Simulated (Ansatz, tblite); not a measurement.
**The cluster Cu3Se+: one state, many levels**

One table from this session's results is given with a row withheld; the runs are named, their logs left out.

The runs use Ansatz 0.2.0, Gaussian basis; as each input shows.

Plan: GFN1-xTB, GFN2-xTB, PBE-D4/def2-TZVP, r2SCAN-D4/def2-TZVP, ωB97M-V/def2-TZVP, B3LYP-D4/def2-TZVP, PBE-D4/def2-SVP, PBE0-D4/def2-SVP, HF/6-31G, B3LYP-D4/6-31G, CCSD(T)/def2-TZVP, RPA/def2-TZVP.

3 further runs of the same task are left out: 3 set aside as unsound or not needed. Runs told in other sessions of the task aren't counted.

**The structure**

The singlet was relaxed beforehand with r2SCAN-D4/def2-SVP. At that level it is the lowest of the isomers that a small search found.

4 atoms, charge 1, spin multiplicity 1.

Bond lengths: Cu1–Se4 2.267 Å, Cu2–Se4 2.265 Å, Cu3–Se4 2.265 Å. Angles: Cu1–Se4–Cu2 66.5°, Cu1–Se4–Cu3 66.5°, Cu2–Se4–Cu3 66.7°.

No spin-orbit coupling is included. The ion is computed in the gas phase, without counter-ions or solvent.

PBE0-D4/def2-TZVP was run before; its log isn't repeated, and its numbers join the tables.

Set-up of the first run:

Tight binding, by tblite at 300 K electronic temperature and without a spin-polarisation term:

```python
tblite.interface.Calculator('GFN1-xTB', numbers, positions, charge=1, uhf=0).singlepoint()
```

Tight binding, by tblite at 300 K electronic temperature and without a spin-polarisation term:

```python
tblite.interface.Calculator('GFN2-xTB', numbers, positions, charge=1, uhf=0).singlepoint()
```

start.molden holds the orbitals of an earlier run on this state, given as this run's starting guess.

in.yaml reads:

```yaml
crystal:
  periodic: [false, false, false]
  atoms:
    - {symbol: Cu, position_ang: [-0.859276, 1.211176, 0.218822]}
    - {symbol: Cu, position_ang: [1.080143, -0.111916, 1.037685]}
    - {symbol: Cu, position_ang: [0.553063, -0.046214, -1.395712]}
    - {symbol: Se, position_ang: [-0.773930, -1.053046, 0.139205]}
basis:
  gaussian: {orbitals: def2-TZVP, initial_orbitals: start.molden}
total_charge: 1
hamiltonian: {xc: pbe, dispersion: d4}
scf: {omitted_lower_state_checks: [starts]}
output: {orbitals: {seedname: orbitals}}
```

Command:

```bash
$ ansatz run in.yaml --threads 4 --pin off --events-out ev --progress --plain --max-ram 4787MiB
```

Steps of the session up to this table: PBE-D4/def2-TZVP; r2SCAN-D4/def2-TZVP; ωB97M-V/def2-TZVP; B3LYP-D4/def2-TZVP; PBE-D4/def2-SVP; PBE0-D4/def2-SVP; HF/6-31G; B3LYP-D4/6-31G; CCSD(T)/def2-TZVP; RPA/def2-TZVP.

One table of the session follows, with a row left open; its other results are not shown here.

| level | HOMO (eV) | LUMO (eV) | gap (eV) |
| --- | --- | --- | --- |
| HF/6-31G | -13.30 | -4.57 | 8.73 |
| PBE-D4/def2-SVP | -10.10 | -8.26 | 1.84 |
| PBE-D4/def2-TZVP | ? | ? | ? |
| r2SCAN-D4/def2-TZVP | -10.56 | -8.35 | 2.20 |
| B3LYP-D4/6-31G | -10.57 | -7.59 | 2.99 |
| B3LYP-D4/def2-TZVP | -11.51 | -7.98 | 3.53 |
| PBE0-D4/def2-SVP | -11.30 | -7.36 | 3.94 |
| PBE0-D4/def2-TZVP | -11.63 | -7.62 | 4.01 |
| ωB97M-V/def2-TZVP | -13.70 | -5.79 | 7.91 |

Q: Estimate the row for PBE-D4/def2-TZVP from the others.

The run gave: HOMO (eV): -10.52; LUMO (eV): -8.58; gap (eV): 1.94. In the column «HOMO (eV)» it lies between r2SCAN-D4/def2-TZVP (-10.56) and PBE-D4/def2-SVP (-10.10).
